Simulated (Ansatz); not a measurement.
**MgH2O: small, medium and large basis sets**

The task here is to estimate one member of a computed series from the others.

Computed with Ansatz 0.2.0, Gaussian basis. Level: one geometry, several basis sets.

The runs, in order: PBE0-D4/def2-SVP; ωB97M-V/def2-SVP; PBE0-D4/def2-QZVPP; ωB97M-V/def2-QZVPP; the functionals' def2-TZVPP values are taken from earlier runs.

## The relaxed structure

All runs share one geometry, relaxed beforehand with PBE0-D4 in a triple-zeta def2 set.

4 atoms, charge 0, spin multiplicity 1.

Atoms are counted from 1 here; the program's logs count them from 0.

Bond lengths: O1–Mg2 1.760 Å, O1–H3 0.946 Å, Mg2–H4 1.691 Å. Angles: Mg2–O1–H3 179.9°, O1–Mg2–H4 180.0°.

The first run:

in.yaml reads:

```yaml
crystal:
  periodic: [false, false, false]
  atoms:
    - {symbol: O, position_ang: [0.370342, -0.874855, 0.515010]}
    - {symbol: Mg, position_ang: [-0.217706, 0.544415, -0.343799]}
    - {symbol: H, position_ang: [0.685394, -1.638080, 0.977603]}
    - {symbol: H, position_ang: [-0.782530, 1.908120, -1.169114]}
basis:
  gaussian: {orbitals: def2-SVP}
hamiltonian: {xc: pbe0, dispersion: d4}
output: {orbitals: {seedname: orbitals}}
```

On the command line:

```bash
$ ansatz run in.yaml --threads 4 --pin off --events-out ev --progress --plain --max-ram 10444MiB
```

Steps of the session up to this table: PBE0-D4 in def2-SVP; ωB97M-V in def2-SVP; PBE0-D4 in def2-QZVPP; ωB97M-V in def2-QZVPP.

One table of the session follows, with a row left open; its other results are not shown here.

It belongs to the step «Functionals by basis». 

| functional | basis | HOMO (eV) |
| --- | --- | --- |
| PBE0-D4 | def2-SVP | -7.77 |
| PBE0-D4 | def2-TZVPP | -7.94 |
| PBE0-D4 | def2-QZVPP | ? |
| ωB97M-V | def2-SVP | -10.13 |
| ωB97M-V | def2-TZVPP | -10.18 |
| ωB97M-V | def2-QZVPP | -10.18 |

Q: Estimate the row for PBE0-D4, def2-QZVPP from the others.

**Answer.** HOMO (eV): -7.93. In the column «HOMO (eV)» it lies between PBE0-D4, def2-TZVPP (-7.94) and PBE0-D4, def2-SVP (-7.77).
